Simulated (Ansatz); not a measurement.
Total energies of SiCl2H2 (SiH2Cl2) from Ansatz at PBE0-D4/def2-TZVP, gas phase (1 Eh = 27.2114 eV = 2625.5 kJ/mol). The reference geometry is relaxed at PBE-D4/def2-TZVP.

```tsv
state	geometry	energy (Eh)
charge 0 singlet	reference	-1210.80730
charge 1 doublet	reference	-1210.39251
free Si atom (triplet)	–	-289.24943
free Cl atom (doublet)	–	-459.99739
free H atom (doublet)	–	-0.50104
```

Work out the vertical ionisation energy to the doublet.

E(charge 1 doublet) − E(charge 0 singlet) = -1210.39251 − (-1210.80730) = 0.41479 Eh = 11.29 eV. For comparison, −ε of the highest occupied level is 9.10 eV at this level, 2.19 eV less.

What is the binding energy per atom against free atoms?

Atoms: 1 × (-289.24943) + 2 × (-459.99739) + 2 × (-0.50104) = -1210.24629 Eh. Binding: -1210.24629 − (-1210.80730) = 0.56101 Eh = 15.27 eV, or 3.05 eV for each of 5 atoms (no zero-point energy, no counterpoise term).
